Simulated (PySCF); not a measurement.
## Telling isomers of C₆H₁₂ apart by NMR

- GFN2-xTB geometry
- shieldings: GIAO PBE0/pcSseg-1
- code: PySCF
- equivalent nuclei averaged, relativity neglected, one computed conformer, gas phase

Chemical shifts δ = σref − σ; 1H (σref 31.72) and 13C (σref 186.93) vs TMS, all at this level. Where no couplings were computed, multiplicities follow the n + 1 count of equivalent neighbours, and m marks all less simple cases (inequivalent or close neighbours, rings, F or P nearby). Shifts are as computed. Against solution values, carbons near 30 ppm lie about +3 ppm off and those near 130 ppm about +5 ppm. Of 1211 compounds with measured shifts, 218 miss one by over three times the rms of a fit or turn the order of signals round; such compounds aren't used in these exercises.

(1) Tabulate the signals of `CCC=C(C)C`, `C=CC(C)(C)C` and their relative energies.

(2) What is the quickest way to tell CCC=C(C)C from C=CC(C)(C)C?

Answers

(1) 
| SMILES | carbon types | δC | δH | E rel. (kcal/mol) |
| --- | --- | --- | --- | --- |
| CCC=C(C)C | 1×C 1×CH 1×CH2 3×CH3 | 138.1, 134.2, 29.1, 26.4, 19.0, 17.4 | 5.62 (t, 1H), 2.10 (m, 2H), 1.77 (s, 3H), 1.72 (s, 3H), 0.97 (t, 3H) | 0.0 |
| C=CC(C)(C)C | 1×C 1×CH 1×CH2 3×CH3 | 158.9, 114.9, 36.6, 30.5 | 6.25 (m, 1H), 5.21 (m, 1H), 5.21 (m, 1H), 1.06 (s, 9H) | 3.4 |

Energies are electronic energies at PBE0/pcSseg-1 on these geometries, without zero-point or thermal terms, each for the one conformer computed, which needn't be the lowest.

(2) Count the carbon signals: 6 against 4. The first has a fully substituted alkene carbon (C) at 138.1 ppm, the second a terminal =CH2 carbon at 114.9 ppm. Their most deshielded carbons lie at 138.1 and 158.9 ppm. In the proton spectra the most deshielded non-exchanging signals are 5.62 (t, 1H) and 6.25 (m, 1H).
